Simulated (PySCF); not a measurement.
## EPR parameters of C4H7O

Species: C4H7O (doublet state).
SMILES with atom numbers: `[H]/[C:1]=[C:2](/[CH3:3])[O:4][CH3:5]` (hydrogens: H6 on C1; H7, H8, H9 on C3; H10, H11, H12 on C5)

Structure used (GFN2-xTB), in Å, numbered top down from 1:
```xyz
12
C4H7O angstrom
C     -1.071    1.712   -0.775
C     -0.477    0.687   -0.235
C     -1.209   -0.605    0.013
O      0.862    0.776    0.137
C      1.581   -0.409    0.362
H     -0.886    2.726   -1.030
H     -0.769   -1.420   -0.559
H     -1.174   -0.862    1.071
H     -2.246   -0.487   -0.286
H      2.596   -0.089    0.598
H      1.185   -0.983    1.205
H      1.610   -1.047   -0.528
```

The hyperfine couplings belong to this conformer and change with its torsions.

Theory: UKS B3LYP, pcH-1 on C H O, non-relativistic, mean-field spin-orbit, GIAO (PySCF 2.14.0). The structure is a single GFN2-xTB conformer in the gas phase; no vibrational or solvent corrections. Couplings are sensitive to structure, and on GFN2-xTB geometries they can be far from those on DFT ones. The SCF solution wasn't tested for stability.

```
g1, g2, g3                      : 2.00169, 2.00222, 2.00242
g_iso                           : 2.00211
Form of g                       : rhombic: the two nearest values differ by 27 % of g3 − g1
⟨S²⟩                            : 0.7587 (exact 0.7500)
α and β electrons               : 20, 19
HOMO–LUMO gap, α and β orbitals : 7.18, 3.90 eV
Total energy                    : -231.75752 Eh
Basis functions                 : 195
```

Hyperfine couplings atom by atom, in 10⁻⁴ cm⁻¹; T1 to T3 are the principal values of the dipolar part (1 × 10⁻⁴ cm⁻¹ = 2.998 MHz):

| atom | isotope | a_iso | T1 | T2 | T3 | Mulliken spin population |
| --- | --- | --- | --- | --- | --- | --- |
| C1 | 13C | 110.4 | -27.5 | -20.2 | 47.7 | 1.08 |
| C2 | 13C | 11.1 | -6.1 | 1.2 | 4.8 | -0.14 |
| C3 | 13C | 12.2 | -1.3 | -1.1 | 2.3 | 0.03 |
| O4 | 17O | -22.5 | -5.1 | 1.5 | 3.6 | 0.02 |
| C5 | 13C | 2.4 | -0.5 | -0.5 | 1.0 | 0.01 |
| H6 | 1H | 9.0 | -11.1 | -2.5 | 13.6 | 0.00 |
| H7 | 1H | -0.5 | -0.9 | -0.5 | 1.5 | 0.00 |
| H8 | 1H | -1.3 | -0.9 | -0.6 | 1.5 | 0.00 |
| H9 | 1H | 2.1 | -2.3 | -0.9 | 3.2 | 0.00 |
| H10 | 1H | 1.8 | -0.5 | -0.1 | 0.6 | 0.00 |
| H11 | 1H | -0.6 | -0.5 | -0.2 | 0.7 | 0.00 |
| H12 | 1H | -0.5 | -0.5 | -0.3 | 0.8 | 0.00 |

The Mulliken spin populations are largest on C1 (+1.08) and C2 (-0.14). C1 is the only atom above +0.15. The positive populations add up to 1.15 and the negative ones to -0.15, together 2S = 1.

Axes: g1 points within 11° of the C1–H6 bond.

Under fast tumbling the dipolar parts average out, and these isotropic splittings remain: 1 × 1H (H6, I = 1/2, 2 lines) with 0.96 mT.

The 13C coupling of C1 (331.1 MHz) shows only in satellite lines or after enrichment, since that isotope makes up about 1.07 % of natural carbon.

The 17O coupling of O4 (-67.5 MHz) shows only in satellite lines or after enrichment, since that isotope makes up about 0.038 % of natural oxygen.

On one thread, Arm Neoverse V1 (aarch64), no GPU, on a shared host, this took 28 s (grids of density and orbitals included) and 0.76 GiB of memory at its peak.
